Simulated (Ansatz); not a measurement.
Ansatz (a program for electronic structure) input (B3LYP-D3(BJ)/def2-TZVP):

Ansatz 0.2 input:
```yaml
crystal:
  periodic: [false, false, false]
  atoms:
    - {symbol: N, position_ang: [0.00222378, 0.00191880, 1.32484932]}
    - {symbol: C, position_ang: [0.00560972, 0.00246350, -1.39996039]}
    - {symbol: C, position_ang: [0.00661077, 1.17421342, 0.68217598]}
    - {symbol: C, position_ang: [-0.00030555, -1.16997270, 0.68186494]}
    - {symbol: C, position_ang: [0.00121411, -1.19882242, -0.69835584]}
    - {symbol: C, position_ang: [0.00835942, 1.20357191, -0.69796851]}
    - {symbol: H, position_ang: [0.00683599, 0.00281300, -2.47945122]}
    - {symbol: H, position_ang: [0.00746087, 2.07610537, 1.27685086]}
    - {symbol: H, position_ang: [-0.00394955, -2.07244804, 1.27559742]}
    - {symbol: H, position_ang: [-0.00098795, -2.14470489, -1.21641787]}
    - {symbol: H, position_ang: [0.01000991, 2.14954431, -1.21582642]}
    - {symbol: H, position_ang: [0.00080703, 0.00210379, 2.34360010]}
basis:
  gaussian:
    orbitals: def2-TZVP
hamiltonian:
  xc: b3lyp
  dispersion: d3bj
total_charge: 1
relax: {f_tol: 0.002, max_steps: 150}
```

Output:

```
Functional definition: B3LYP
integrals: 0.14 GiB planned
1319 factors; their error is unknown
mean field: 1.40 GiB planned
mean field evaluation 1: about -6754.2128 eV, gradient 8.0e1 eV
mean field evaluation 2: about -6747.8417 eV, gradient 9.5e1 eV
mean field evaluation 4: about -6768.7406 eV, gradient 4.8e0 eV
mean field evaluation 8: about -6768.7656 eV, gradient 6.4e-1 eV
mean field evaluation 16: about -6768.7662 eV, gradient 1.6e-4 eV
mean field -6768.76616457 eV, -248.7475685136 hartree, gradient 1.3e-5 eV, S^2 0.000000; 0 other end points of the search recorded, 0 dependent functions left out
the calculation of the forces begins
reference -6768.76641896 eV, -248.7475778623 hartree; 21, 21 occupied and 201, 201 virtual orbitals, 1319 factors
relax step   1: F+E_penalty+E_count = -6769.26447716 eV  Δ(F+E_penalty+E_count) = +0.000e0 eV  max|allowed force component| = 6.615e-1 eV/Å  Δτ_max = 0.0000 Å  (32 SCF iters, accepted)
these checks for a lower state are left out or cut short: starts, cluster_reference, orbital_swaps, neighbouring_geometries, increment
integrals: 0.14 GiB planned
1319 factors; their error is unknown
mean field: 1.40 GiB planned
mean field -6768.77534909 eV, -248.7479060385 hartree, gradient 1.6e-5 eV, S^2 0.000000; 0 other end points of the search recorded, 0 dependent functions left out
the calculation of the forces begins
reference -6768.77560369 eV, -248.7479153949 hartree; 21, 21 occupied and 201, 201 virtual orbitals, 1319 factors
relax step   2: F+E_penalty+E_count = -6769.27348331 eV  Δ(F+E_penalty+E_count) = -9.006e-3 eV  max|allowed force component| = 2.804e-1 eV/Å  Δτ_max = 0.0077 Å  (34 SCF iters, accepted)
these checks for a lower state are left out or cut short: starts, cluster_reference, orbital_swaps, neighbouring_geometries, increment
integrals: 0.14 GiB planned
1319 factors; their error is unknown
mean field: 1.40 GiB planned
mean field evaluation 32: about -6768.7780 eV, gradient 1.5e-5 eV
mean field -6768.77801722 eV, -248.7480040902 hartree, gradient 1.6e-5 eV, S^2 0.000000; 0 other end points of the search recorded, 0 dependent functions left out
the calculation of the forces begins
reference -6768.77827199 eV, -248.7480134528 hartree; 21, 21 occupied and 201, 201 virtual orbitals, 1319 factors
relax step   3: F+E_penalty+E_count = -6769.27606923 eV  Δ(F+E_penalty+E_count) = -2.586e-3 eV  max|allowed force component| = 1.220e-2 eV/Å  Δτ_max = 0.0101 Å  (34 SCF iters, accepted)
these checks for a lower state are left out or cut short: starts, cluster_reference, orbital_swaps, neighbouring_geometries, increment
integrals: 0.14 GiB planned
1319 factors; their error is unknown
mean field: 1.40 GiB planned
mean field -6768.77805871 eV, -248.7480056151 hartree, gradient 1.6e-5 eV, S^2 0.000000; 0 other end points of the search recorded, 0 dependent functions left out
the calculation of the forces begins
reference -6768.77831349 eV, -248.7480149782 hartree; 21, 21 occupied and 201, 201 virtual orbitals, 1319 factors
relax step   4: F+E_penalty+E_count = -6769.27611068 eV  Δ(F+E_penalty+E_count) = -4.144e-5 eV  max|allowed force component| = 1.194e-2 eV/Å  Δτ_max = 0.0020 Å  (34 SCF iters, accepted)
these checks for a lower state are left out or cut short: starts, cluster_reference, orbital_swaps, neighbouring_geometries, increment
integrals: 0.14 GiB planned
1319 factors; their error is unknown
mean field: 1.40 GiB planned
mean field -6768.77805463 eV, -248.7480054650 hartree, gradient 1.6e-5 eV, S^2 0.000000; 0 other end points of the search recorded, 0 dependent functions left out
the calculation of the forces begins
reference -6768.77830940 eV, -248.7480148279 hartree; 21, 21 occupied and 201, 201 virtual orbitals, 1319 factors
relax step   5: F+E_penalty+E_count = -6769.27611320 eV  Δ(F+E_penalty+E_count) = -2.523e-6 eV  max|allowed force component| = 2.186e-3 eV/Å  Δτ_max = 0.0002 Å  (34 SCF iters, accepted)
these checks for a lower state are left out or cut short: starts, cluster_reference, orbital_swaps, neighbouring_geometries, increment
integrals: 0.14 GiB planned
1319 factors; their error is unknown
mean field: 1.40 GiB planned
mean field -6768.77805486 eV, -248.7480054735 hartree, gradient 1.6e-5 eV, S^2 0.000000; 0 other end points of the search recorded, 0 dependent functions left out
the calculation of the forces begins
reference -6768.77830964 eV, -248.7480148364 hartree; 21, 21 occupied and 201, 201 virtual orbitals, 1319 factors
relax step   6: F+E_penalty+E_count = -6769.27611326 eV  Δ(F+E_penalty+E_count) = -5.395e-8 eV  max|allowed force component| = 1.779e-4 eV/Å  Δτ_max = 0.0001 Å  (34 SCF iters, accepted)
integrals: 0.14 GiB planned
1319 factors; their error is unknown
mean field: 1.40 GiB planned
mean field evaluation 64: about -6768.6331 eV, gradient 9.1e0 eV
mean field -6768.77805486 eV, -248.7480054735 hartree, gradient 1.6e-5 eV, S^2 0.000000; 1 other end points of the search recorded, 0 dependent functions left out
the calculation of the forces begins
reference -6768.77830964 eV, -248.7480148364 hartree; 21, 21 occupied and 201, 201 virtual orbitals, 1319 factors
Total energy: -6769.27636803 eV, -248.7663181449 hartree
Atom 0 at     0.002053     0.001979     1.316455 Å, force    -0.000006     0.000004     0.000083 eV/Å
Atom 1 at     0.005333     0.002496    -1.395752 Å, force     0.000021     0.000004     0.000178 eV/Å
Atom 2 at     0.006058     1.186523     0.676728 Å, force     0.000001     0.000041    -0.000027 eV/Å
Atom 3 at    -0.000405    -1.182321     0.676269 Å, force     0.000007    -0.000046    -0.000032 eV/Å
Atom 4 at     0.001202    -1.203757    -0.700660 Å, force    -0.000009     0.000107    -0.000086 eV/Å
Atom 5 at     0.007783     1.208484    -0.700192 Å, force    -0.000016    -0.000111    -0.000091 eV/Å
Atom 6 at     0.006644     0.002702    -2.477616 Å, force    -0.000008     0.000000    -0.000002 eV/Å
Atom 7 at     0.007732     2.073354     1.293108 Å, force     0.000001     0.000041     0.000001 eV/Å
Atom 8 at    -0.003570    -2.069387     1.292305 Å, force     0.000001    -0.000041     0.000002 eV/Å
Atom 9 at    -0.000760    -2.152178    -1.217497 Å, force     0.000001     0.000006    -0.000012 eV/Å
Atom 10 at     0.010993     2.157102    -1.216661 Å, force     0.000007    -0.000006    -0.000012 eV/Å
Atom 11 at     0.000826     0.001786     2.330470 Å, force     0.000000     0.000000    -0.000003 eV/Å
Dipole moment:    -0.000464    -0.000073     0.383016 e Å
```

It need not be the lowest isomer of its formula.
